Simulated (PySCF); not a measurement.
C4H2, SMILES C#CC#C, point group D∞h.

Force field and properties: B3LYP/pcSseg-1 (PySCF, grid level 2). Vibrational terms come from second-order perturbation theory with semi-diagonal cubic constants, by steps of ±0.6 along the normal coordinates of each isotopologue. The parent has the commonest isotopes.

Equilibrium geometry (Å):

| atom | x | y | z |
| --- | --- | --- | --- |
| C1 | -1.3223 | -0.9347 | 0.9563 |
| C2 | -0.4767 | -0.3370 | 0.3365 |
| C3 | 0.4809 | 0.3397 | -0.3652 |
| C4 | 1.3265 | 0.9374 | -0.9850 |
| H5 | -2.0688 | -1.4623 | 1.5033 |
| H6 | 2.0730 | 1.4649 | -1.5321 |

Task: Give the equilibrium and ground-state rotational constants (MHz) of parent; ²H at 5; ¹³C at 2; ¹³C at 1, ¹³C at 4; ¹³C at 1; ¹³C at 1, ²H at 5; ¹³C at 2, ¹³C at 3.

Result: 
```json
{"species": "parent", "Be": "4412", "B0": "4408.1", "harmonic ZPE (cm⁻¹)": "8286"}
{"species": "²H at 5", "Be": "4103.4", "B0": "4100.5", "harmonic ZPE (cm⁻¹)": "7658"}
{"species": "¹³C at 2", "Be": "4394.4", "B0": "4390.5", "harmonic ZPE (cm⁻¹)": "8244"}
{"species": "¹³C at 1, ¹³C at 4", "Be": "4152.2", "B0": "4148.5", "harmonic ZPE (cm⁻¹)": "8216"}
{"species": "¹³C at 1", "Be": "4280.7", "B0": "4276.7", "harmonic ZPE (cm⁻¹)": "8251"}
{"species": "¹³C at 1, ²H at 5", "Be": "3996.3", "B0": "3993.4", "harmonic ZPE (cm⁻¹)": "7621"}
{"species": "¹³C at 2, ¹³C at 3", "Be": "4376.2", "B0": "4372.3", "harmonic ZPE (cm⁻¹)": "8202"}
```

Task: And its quartic centrifugal distortion constants from the harmonic force field?

Result: Linear top: D = 0.431 kHz.

A mode lies under 250 cm⁻¹, where this perturbation treatment is rough.
